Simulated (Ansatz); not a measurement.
**Equilibrium lattice constant a of some cubic elemental solids other than molecular ones**

Method: r²SCAN+rVV10 (Ansatz, a program for electronic structure, PAW). References are measured values corrected to a static lattice. The table is a random draw of 8 from 29 solids with such references.

Values in Å.

```csv
solid,reference,r²SCAN+rVV10,error (%)
bcc Mo,3.141,3.144,+0.10
bcc Nb,3.294,3.295,+0.03
bcc Ba,4.995¶,5.010,+0.30
fcc Ca,5.553¶,5.547,-0.11
fcc Rh,3.794,3.788,-0.16
fcc Au,4.062,4.100,+0.94
bcc W,3.16,3.161,+0.03
fcc Al,4.018,3.989,-0.72
```

Over these 8 solids the mean error is +0.05 %, the mean absolute error 0.30 % (median 0.13 %), and the worst case fcc Au at +0.94 %; the value is above the reference in 5 of 8 cases. Over all 29, from unrounded values, the mean error is +0.34 % and the mean absolute error 0.68 % (median 0.35 %). Caveats on values not shown: the commensurate order stands in for chromium's spin-density wave, and the size of the moments varies much between levels (1).

All these references are brought to a static lattice.

Spin–orbit coupling is left out, also for the solids with elements from indium on (bcc Ba, fcc Au, bcc W); its size isn't shown.

¶ marks references of a special kind: bcc Ba, 4.995 Å (measured, low-temperature or extrapolated to 0 K; zero-point anharmonic expansion removed, our sources range from 4.995 to 5.004; as tabulated in Csonka et al. (2009), arXiv:0903.4037); fcc Ca, 5.553 Å (measured, low-temperature or extrapolated to 0 K; zero-point anharmonic expansion removed; as tabulated in Csonka et al. (2009), arXiv:0903.4037).

Differences are worked out from the printed values.

Ansatz's density-functional and Hartree–Fock values are scalar-relativistic unless marked +SOC, with PAW data made under PBE.

Ansatz's runs of these crystals have no spin polarisation. Meta-GGAs and exact exchange favour moments, which can bear on fcc Rh.

Not in this set, of the elemental solids other than molecular ones with a reference value in our tables and a result at some level: 19 for a reference at room or unstated temperature; 4 for a high-temperature or high-pressure phase. These can be a level's best or worst cases. At least 1 more with a reference value is held back for tests. Solids without a released value at any level aren't counted. Layered and molecular crystals are counted apart. The metals Ce to Yb are counted apart.

References as tabulated in Mejia-Rodriguez and Trickey (2018), arXiv:1807.09216; Csonka et al. (2009), arXiv:0903.4037.
